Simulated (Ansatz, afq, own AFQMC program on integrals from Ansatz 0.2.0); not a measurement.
**HCl + Cl, doublet in cc-pVTZ along one coordinate**

```xyz
3

Cl    0.0000    0.0000   -1.4353
H     0.0000    0.0000   -0.1565
Cl    0.0000    0.0000    1.5917
```

A hydrogen atom is moved from one rigid fragment to the other; the Cl1–H2 distance tells how far. The two fragments are held close together, so this isn't a minimum-energy path and the start is a compressed complex. Energies in kJ/mol count from this geometry (1.279 Å) at the same level; the start stands on UHF, each point on the determinant named.

Basis cc-pVTZ. Only valence electrons are correlated. Integrals, coupled cluster, full CI and functionals: Ansatz 0.2.0; the random walks run on the same integrals in our own AFQMC program. ph-AFQMC/CISD is guided by a CISD state made of CCSD amplitudes; releasing the constraint for a short imaginary time cuts its bias at the price of noise, slowly where states lie close. ± is one standard error of the sampling.

Cautions, each for one point or more: the ph-AFQMC/CISD walk drifts between its halves; unrestricted determinant slightly spin contaminated.

```tsv
r(Cl1–H2) / Å	det.	T1	weight	⟨S²⟩	CCSD(T)	ph-AFQMC/CISD	released AFQMC	CCSDT(Q)	B2PLYP	HF
1.393	UHF	0.013	0.85	0.79	8.1	8.4 ± 0.8	–	7.6	3.7	21.7
1.449	UHF	0.015	0.85	0.80	13.6	13.6 ± 0.8	–	12.9	7.6	32.7
1.506	UHF	0.015	0.85	0.81	16.2	16.1 ± 0.8	16.9 ± 1.0	15.4	9.5	38.0
1.563	UHF	0.015	0.85	0.81	14.7	15.0 ± 0.8	15.2 ± 1.1	13.9	8.4	34.9
1.677	UHF	0.012	0.85	0.78	3.6	4.8 ± 0.8	4.3 ± 1.2	3.3	0.8	12.1
```

Weight is that of the determinant in the CISD state; at the start T1 is 0.011 and the weight 0.86, and ⟨S²⟩ is 0.77. A dash marks a missing value, a released energy that hasn't settled or a functional that sits on another state. Largest departures from CCSDT(Q), at the points where its series has closed: CCSD(T) 0.8 kJ/mol at 1.506 (on UHF), ph-AFQMC/CISD 1.5 kJ/mol at 1.677 (on UHF) (within the noise), released AFQMC 1.5 kJ/mol at 1.506 (on UHF) (within the noise), B2PLYP -5.9 kJ/mol at 1.506, HF 22.6 kJ/mol at 1.506 (on UHF). Functionals count only at points shown to share the start's state and spin. In total energy ph-AFQMC/CISD lies 18 ± 6 meV above CCSDT(Q) at the start, so its agreement along the curve rests in part on cancellation.

Some points may be missing: those where a free walk finds a much lower state, and past Zn most of those on another determinant than at the start.

A walk keeps the symmetry of its determinant, which the program's search chose and which needn't be the lowest solution, so a lower state of the same spin and another symmetry isn't excluded. Released energies are given only where the last usable release times agree within the noise; a slower fall can still hide under it.
